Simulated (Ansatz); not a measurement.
Ideal-gas functions of `C=C=C(O)Cl` at 400 K and 1 bar, from an Ansatz frequency run at PBE0-D4/def2-TZVP.

Molar mass 90.51 g/mol, point group C1 (symmetry number 1), electronic degeneracy 1, moments of inertia 75.49, 176.01, 247.595 u Å². Harmonic wavenumbers (cm⁻¹, unscaled): 166, 229, 236, 391, 512, 534, 622, 683, 939, 1023, 1052, 1238, 1378, 1508, 2105, 3122, 3197, 3826.

Use S(trans) = R[1.5 ln M + 2.5 ln T − 1.1517]; rotational temperatures θ = 24.2544 K / I; S(rot) = R[ln(√π/σ · √(T³/θAθBθC)) + 1.5]; for each mode x = 1.438777 ν̃/T, S = R[x/(eˣ − 1) − ln(1 − e⁻ˣ)] and H = RT x/(eˣ − 1); 1 cm⁻¹ = 0.0119627 kJ/mol; R = 8.31446 J/(mol·K).

Problem. By hand: the entropy, in J/(mol·K).

Solution. Translation 171.2. Rotation: θ = 0.3213, 0.1378, 0.098 K, giving 114.6. Vibration, mode by mode: 12.72, 10.16, 9.92, 6.13, 4.32, 4.06, 3.16, 2.66, 1.28, 1.00, 0.92, 0.53, 0.35, 0.24, 0.04, 0.00, 0.00, 0.00, in all 57.5. Electronic 0.0. Sum 343.3 J/(mol·K).

Problem. By hand: H − E and G − E in kJ/mol, counted from the electronic energy.

Solution. Zero-point energy ½ × 22761 × 0.0119627 = 136.1; thermal vibration 13.5; translation, rotation and pV give 4 RT = 13.3. H − E = 162.9 kJ/mol, and G − E = 162.9 − 400 × 343.3/1000 = 25.6 kJ/mol.

Vibration gives 17 % of the entropy. The sum counts one conformer and one mirror image; others add a mixing term.
